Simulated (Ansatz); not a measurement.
# C2H7Si: the cost of one run

Method: UKS BHLYP-D4/6-31G*, in Ansatz 0.2.0.

### 1 The starting structure

Bond lengths: C1–Si2 1.764 Å, Si2–C3 1.830 Å, C1–H4 1.045 Å, C1–H5 1.131 Å, Si2–H6 1.501 Å, Si2–H7 1.497 Å, C3–H8 1.071 Å, C3–H9 1.119 Å, C3–H10 1.139 Å. Angles (14 of 15 angles, heavy atoms first): C1–Si2–C3 110.8°, C1–Si2–H6 110.2°, C1–Si2–H7 108.9°, C3–Si2–H6 110.0°, C3–Si2–H7 109.7°, Si2–C1–H4 120.3°, Si2–C1–H5 119.4°, Si2–C3–H8 112.6°, Si2–C3–H9 113.9°, Si2–C3–H10 111.4°, H6–Si2–H7 107.1°, H4–C1–H5 119.8°, H8–C3–H9 110.9°, H8–C3–H10 103.8°.

As a file:

```xyz
10

C    -1.3061    0.1085   -1.0304
Si    0.3281    0.3971   -0.4335
C     0.6162   -0.4997    1.1349
H    -1.4871   -0.6517   -1.7241
H    -2.1310    0.8361   -0.7655
H     0.5541    1.8674   -0.2332
H     1.3091   -0.0632   -1.4665
H     0.5479   -1.5627    1.0195
H    -0.0239   -0.1479    1.9824
H     1.6758   -0.3351    1.5194
```

### 2 Preparing the start

File input.yaml:

```yaml
crystal:
  periodic: [false, false, false]
  atoms:
    - { symbol: C, position_ang: [-1.3061, 0.1085, -1.0304] }
    - { symbol: Si, position_ang: [0.3281, 0.3971, -0.4335] }
    - { symbol: C, position_ang: [0.6162, -0.4997, 1.1349] }
    - { symbol: H, position_ang: [-1.4871, -0.6517, -1.7241] }
    - { symbol: H, position_ang: [-2.131, 0.8361, -0.7655] }
    - { symbol: H, position_ang: [0.5541, 1.8674, -0.2332] }
    - { symbol: H, position_ang: [1.3091, -0.0632, -1.4665] }
    - { symbol: H, position_ang: [0.5479, -1.5627, 1.0195] }
    - { symbol: H, position_ang: [-0.0239, -0.1479, 1.9824] }
    - { symbol: H, position_ang: [1.6758, -0.3351, 1.5194] }
magnetization:
  spin_polarized: true
  initial_magnetization: 1
basis:
  gaussian: { orbitals: "6-31G*" }
hamiltonian:
  xc: { name: BHLYP }
  dispersion: d4
relax:
  f_tol: 0.02
  max_steps: 40
output:
  orbitals: {}
```

Started as:

```
> ansatz run input.yaml --threads 1 --pin off --max-ram 2048MiB --backend cpu --events-out ev --progress --plain --runs-dir out
```

What time and memory should one allow on 1 thread of Arm Neoverse V2, shared host?

About 19 s, with a peak of 0.16 GiB.
